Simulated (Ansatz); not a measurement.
C₃H₁₀Si, SMILES `CCC[SiH3]`, relaxed with RKS PBE-D4/def2-SVP in Ansatz from a rough embedded geometry. The force threshold is 0.03 eV/Å; the program also tests the step.

Total charge 0; spin multiplicity 1.

Start:

```xyz
14

C    -0.316   -1.801    0.819
C     0.311   -0.477    0.642
C    -0.305    0.222   -0.544
Si    0.265    1.969   -0.938
H    -0.141   -2.491   -0.052
H     0.164   -2.367    1.708
H    -1.397   -1.781    1.035
H     1.349   -0.585    0.469
H     0.148    0.122    1.596
H    -1.423    0.334   -0.364
H    -0.199   -0.361   -1.429
H     0.092    2.846    0.279
H    -0.341    2.492   -2.055
H     1.794    1.878   -1.166
```

```csv
step,energy (eV),largest force (eV/Å),largest move (Å)
1,-11137.7114,3.622,0.000
2,-11138.1350,1.023,0.085
3,-11138.1893,0.180,0.057
4,-11138.1917,0.047,0.013
5,-11138.1919,0.032,0.013
6,-11138.1920,0.002,0.003
```

End:

```xyz
14

C    -0.301   -1.881    0.877
C     0.278   -0.486    0.633
C    -0.358    0.236   -0.567
Si    0.331    1.973   -0.899
H    -0.154   -2.538   -0.006
H     0.176   -2.377    1.747
H    -1.393   -1.835    1.074
H     1.377   -0.563    0.479
H     0.150    0.133    1.548
H    -1.458    0.328   -0.423
H    -0.226   -0.366   -1.494
H     0.114    2.866    0.295
H    -0.348    2.598   -2.090
H     1.812    1.913   -1.173
```

It took 8 s on 4 threads of an Arm Neoverse V1 on a shared host, with 0.15 GiB of host memory at the peak.
